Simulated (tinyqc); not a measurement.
Inside a calculation. Method: extended Hueckel theory, for BH-. The parameters take no account of the charge, which enters only through the electron count, and nothing here shows that the anion is bound. One step of it, computed by the program tinyqc.

Problem. Mulliken analysis. P = C n C^T; charge = valence electrons (H 1, B 3) minus the sum of (P S)_ii on the atom; overlap population = 2 sum P_ij S_ij between two atoms.

coefficients:
```
             MO1        MO2       MO3        MO4        MO5
1B 2s   0.611620  -0.588634  0.000000   0.000000  -0.840821
1B 2px  0.000000   0.000000  0.416046   0.909344   0.000000
1B 2py  0.000000   0.000000  0.909344  -0.416046   0.000000
1B 2pz  0.077098   0.712146  0.000000   0.000000  -1.005888
2H 1s   0.526090   0.300102  0.000000   0.000000   1.259215
```

occupations: 2.000000  2.000000  0.500000  0.500000  0.000000

overlap S, lower triangle:
```
           1B 2s    1B 2px    1B 2py    1B 2pz     2H 1s
1B 2s   1.000000
1B 2px  0.000000  1.000000
1B 2py  0.000000  0.000000  1.000000
1B 2pz  0.000000  0.000000  0.000000  1.000000
2H 1s   0.467953  0.000000  0.000000  0.518502  1.000000
```

Give: charges; Overlap populations.

Solution.

charges: 1B -0.867, 2H -0.133

Overlap populations:

| pair | value |
|---|---|
| 2-1 | 0.799005 |
